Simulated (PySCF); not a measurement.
# Multinuclear NMR of C$_{3}$H$_{6}$FNO

Molfile (atoms numbered from 1):
```
C3H6FNO
     RDKit          3D

 12 11  0  0  0  0  0  0  0  0999 V2000
   -1.5510    0.1259   -0.0276 C   0  0  0  0  0  0  0  0  0  0  0  0
   -0.3464    0.2627    0.8915 C   0  0  1  0  0  0  0  0  0  0  0  0
   -0.2788   -0.8297    1.7408 F   0  0  0  0  0  0  0  0  0  0  0  0
    0.9427    0.3824    0.0704 C   0  0  0  0  0  0  0  0  0  0  0  0
    1.7882   -0.6562    0.1901 N   0  0  0  0  0  0  0  0  0  0  0  0
    1.1438    1.3404   -0.6399 O   0  0  0  0  0  0  0  0  0  0  0  0
   -2.4689    0.1061    0.5546 H   0  0  0  0  0  0  0  0  0  0  0  0
   -1.4763   -0.7944   -0.6029 H   0  0  0  0  0  0  0  0  0  0  0  0
   -1.5680    0.9719   -0.7081 H   0  0  0  0  0  0  0  0  0  0  0  0
   -0.4398    1.1470    1.5333 H   0  0  0  0  0  0  0  0  0  0  0  0
    2.6591   -0.6368   -0.3134 H   0  0  0  0  0  0  0  0  0  0  0  0
    1.5967   -1.4201    0.8147 H   0  0  0  0  0  0  0  0  0  0  0  0
  1  2  1  0
  2  3  1  0
  2  4  1  0
  4  5  1  0
  4  6  2  0
  1  7  1  0
  1  8  1  0
  1  9  1  0
  2 10  1  1
  5 11  1  0
  5 12  1  0
M  END
```

Relativity neglected, one conformer, no solvent model, rapidly exchanging positions averaged. GIAO PBE0/pcSseg-1 shieldings; GFN2-xTB geometry; PySCF 2.14.

Task: Where does 19F resonate?

Result: 
```
atoms                environment  σ (ppm)  δ (ppm)
   F3  fluorine on an sp3 carbon    389.1   -190.5
```

Shieldings were converted by a linear fit to measured shifts: 19F: δ = 146.13 − 0.903σ +14.6 on sp3 carbon (rms 6.0 ppm, 223 shifts, 7.0 ppm with the 5 outliers that the fit left out vs CFCl3, solution or neat liquid). Occasional misses reach two or three times the rms, and more in compound classes unlike the fitted ones.

On a 300 MHz spectrometer 19F resonates near 282.3 MHz, so 1 ppm is 282.3 Hz.

Task: What are the 15N shifts?

Result: 
```tsv
atoms	environment	σ (ppm)	δ (ppm)
N5	amide-type nitrogen	157.3	-293.0
```

Shieldings were converted by a linear fit to measured shifts: 15N (scatter 6.3 ppm rms vs CH3NO2, solution or neat liquid). Occasional misses reach two or three times the rms, and more in compound classes unlike the fitted ones.

On a 500 MHz spectrometer 15N resonates near 50.7 MHz, so 1 ppm is 50.7 Hz.

Task: What are the 17O shifts?

Result: 
| atoms | environment | σ (ppm) | δ (ppm) |
| --- | --- | --- | --- |
| O6 | amide-type carbonyl oxygen | -58.9 | 320.4 |

Shieldings were converted by a linear fit to measured shifts: 17O (scatter 10.7 ppm rms, 12.2 ppm with the 3 outliers that the fit left out vs liquid water, solution or neat liquid). A few per cent of atoms miss by over 2 rms, more outside the fitted compound classes.

On a 400 MHz spectrometer 17O resonates near 54.2 MHz, so 1 ppm is 54.2 Hz.

Hydrogen bonding in solution shields acid and N–H amide carbonyl oxygens by tens of ppm.
